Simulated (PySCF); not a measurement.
Choosing a molecule for a target property.

Each SMILES stands for a single optimised conformer of the isolated species, non-relativistic unless stated; the electronic structure was computed with PySCF and density fitting.

Dipoles, sizes and rotational constants follow the conformer. The torsions of the flexible species, by atom-mapped SMILES:
- `[O:1]=[C:2]([OH:3])[c:4]1[c:5]([F:6])[cH:7][cH:8][c:9]2[c:10]1[CH2:11]2`: O1–C2–C4–C5 180°, H–O3–C2–O1 0°
- `[CH:1]#[C:2][c:3]1[o:4][c:5]([C:6](=[O:7])[F:8])[cH:9][c:10]1[CH3:11]`: O4–C5–C6–O7 0°
- `[N:1]#[C:2][c:3]1[cH:4][cH:5][c:6]([S:7](=[O:8])(=[O:9])[Cl:10])[s:11]1`: C5–C6–S7–O8 24°
- `[CH3:1][CH2:2][O:3][CH:4]([O:5][CH3:6])[O:7][CH3:8]`: C1–C2–O3–C4 -176°, C2–O3–C4–O5 -63°, O3–C4–O5–C6 177°, O3–C4–O7–C8 -62°
- `[CH2:1]=[CH:2]/[C:3]([CH3:4])=[P:5]\[c:6]1[cH:7][cH:8][s:9][cH:10]1`: C1–C2–C3–C4 12°, C3–P5–C6–C7 -133°
- `[CH3:1][C:2]#[C:3][P:4]([CH3:5])[c:6]1[cH:7][cH:8][cH:9][s:10]1`: C3–P4–C6–C7 44°
- `[CH3:1][c:2]1[cH:3][c:4]([F:5])[cH:6][cH:7][c:8]1[S:9](=[O:10])(=[O:11])[Cl:12]`: C7–C8–S9–O10 0°

The conformers of `C[C@@H]1CCC[P@@H+](C)C1` aren't listed.

Task: Wanted: dipole moment between 1.5 D and 4 D (PBE0/pcSseg-1) and smallest rotational constant above 0.8 GHz (GFN2-xTB), at GFN2-xTB geometries. Which candidate meets both?
A. `CCOC(OC)OC`
B. `C=C/C(C)=P\c1ccsc1`
C. `N#Cc1ccc(S(=O)(=O)Cl)s1`
D. `O=C(O)c1c(F)ccc2c1C2`
E. `O=C=O`
F. `C#Cc1oc(C(=O)F)cc1C`

Result: A. Computed values:
```csv
species,dipole moment,smallest rotational constant
O=C=O,0.00 D,12.079 GHz
C=C/C(C)=P\c1ccsc1,1.19 D,0.486 GHz
O=C(O)c1c(F)ccc2c1C2,1.86 D,0.675 GHz
CCOC(OC)OC,2.09 D,0.965 GHz
N#Cc1ccc(S(=O)(=O)Cl)s1,2.71 D,0.412 GHz
C#Cc1oc(C(=O)F)cc1C,5.34 D,0.538 GHz
```

Task: Wanted: HOMO–LUMO gap above 10 eV (PBE0/pcSseg-1) and HOMO energy below -8.3 eV (PBE0/pcSseg-1), at GFN2-xTB geometries. Which candidate meets both?
A. `O=C=O`
B. `C[C@@H]1CCC[P@@H+](C)C1`
C. `Cc1cc(F)ccc1S(=O)(=O)Cl`
D. `CC#CP(C)c1cccs1`
E. `C=C/C(C)=P\c1ccsc1`
F. `N#CC1=CC=C(S(=O)(=O)Cl)S1`
G. `O=C(O)c1c(F)ccc2c1C2`

Result: A. Computed values:
```csv
species,HOMO–LUMO gap,HOMO energy
C=C/C(C)=P\c1ccsc1,4.30 eV,-6.32 eV
N#CC1=CC=C(S(=O)(=O)Cl)S1,5.29 eV,-8.45 eV
O=C(O)c1c(F)ccc2c1C2,5.43 eV,-7.17 eV
CC#CP(C)c1cccs1,5.70 eV,-6.21 eV
Cc1cc(F)ccc1S(=O)(=O)Cl,6.18 eV,-8.15 eV
C[C@@H]1CCC[P@@H+](C)C1,9.27 eV,-12.95 eV
O=C=O,12.05 eV,-10.71 eV
```
